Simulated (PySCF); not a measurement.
Species: C3H7N.
SMILES with atom numbers: `[CH3:1]/[CH:2]=[N:3]\[CH3:4]`

The computed photoelectron lines, unassigned: C 1s: 291.07 (area 1), 291.33 (area 1), 291.61 (area 1) eV; N 1s: 404.42 eV.

Theory: delta-SCF UKS SCAN, pcX-2 on the ionised atom, pcseg-1 elsewhere, spin-free X2C (PySCF 2.14.0). Geometry: PBE0-D3(BJ)/def2-SVP; no solvent, vibrations or thermal averaging.

Problem. Which carbon gives which C 1s line?

Solution. 291.07 eV: C1 (methyl carbon); 291.33 eV: C4 (N-methyl carbon); 291.61 eV: C2 (imine carbon). Lowest listed C 1s: C1, bonded to C and 3 H. Highest, 0.54 eV above it: C2, bonded to N (double bond), C and H. Summing the Pauling electronegativity differences to the bonded atoms, each weighted by its formal bond order, gives -1.05 for the lowest site and +0.63 for the highest; no listed site has a larger sum than the highest.

Bonded neighbours of each site: C1: C and 3 H; C2: N (double bond), C and H; N3: C (double bond) and C; C4: N and 3 H.

Problem. Which effective nuclear charge Zeff reproduces each element's mean 1s value in the hydrogen-like formula E = 13.606 eV × Zeff²?

Solution. C (Z = 6): mean 291.3 eV, Zeff = 4.63, Z − Zeff = 1.37; N (Z = 7): mean 404.4 eV, Zeff = 5.45, Z − Zeff = 1.55. Means run over the listed sites, weighted by atom count.
